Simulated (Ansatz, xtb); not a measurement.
Relative energy of two isomers of C3H7FS

Structure I is `FCCCS`, a singlet and structure II is `CC[C@@H](F)S`, a singlet. Both are isolated molecules in the gas phase, relaxed with PBE-D3(BJ)/def2-SVP; each stands in its lowest conformer found.

Quicker runs give these differences E(II) − E(I): GFN2-xTB −4.4 kJ/mol; HF/STO-3G −18.9 kJ/mol (at GFN2-xTB geometries); r2SCAN-D4/def2-SVP −16.0 kJ/mol (at GFN2-xTB geometries).

Q: Estimate E(II) − E(I) at the level CCSD(T)/def2-SVP + ΔMP2/def2-TZVPP.

A: Calculated at CCSD(T)/def2-SVP + ΔMP2/def2-TZVPP: E(II) − E(I) = −10.7 kJ/mol, so structure II lies lower.

Level by level:

| level | geometry | E(II) − E(I) (kJ/mol) | departure from the last row (kJ/mol) | job, with rough time for the two |
| --- | --- | --- | --- | --- |
| GFN2-xTB | GFN2-xTB | −4.4 | +6.3 | optimisation, 0.1 s |
| HF/STO-3G | GFN2-xTB | −18.9 | −8.2 | single point, 0.32 s |
| r2SCAN-D4/def2-SVP | GFN2-xTB | −16.0 | −5.3 | single point, 4.6 s |
| PBE-D3(BJ)/def2-SVP | PBE-D3(BJ)/def2-SVP | −16.8 | −6.1 | optimisation, 23 s |
| HF/def2-SVP | PBE-D3(BJ)/def2-SVP | −3.0 | +7.7 | part of the CCSD(T) run |
| MP2/def2-SVP | PBE-D3(BJ)/def2-SVP | −13.4 | −2.7 | part of the CCSD(T) run |
| CCSD(T)/def2-SVP | PBE-D3(BJ)/def2-SVP | −12.7 | −2.0 | single point |
| CCSD(T)/def2-SVP + ΔMP2/def2-TZVPP | PBE-D3(BJ)/def2-SVP | −10.7 |  | single point, 42 s |

As drawn, both hold the same kinds of bond in the same numbers. Structure I has 0 methyl groups, II 1.

The levels shown agree on the order. The largest departure from CCSD(T)/def2-SVP + ΔMP2/def2-TZVPP is that of HF/STO-3G, 8.2 kJ/mol. The last row adds to CCSD(T) the change of the MP2 difference between the two basis sets, here +2.0 kJ/mol.

With harmonic frequencies from PBE-D3(BJ)/def2-SVP (ideal gas, rigid rotor, one conformer each, 298.15 K, 1 atm): the zero-point term adds −1.8 kJ/mol; ΔH is −12.5 and ΔG −11.0 kJ/mol.

The correlated steps freeze 9 core orbitals. Programs: Ansatz 0.2.0, xtb 6.7.1; the last row on 2 threads of Arm Neoverse V2 on a shared host.
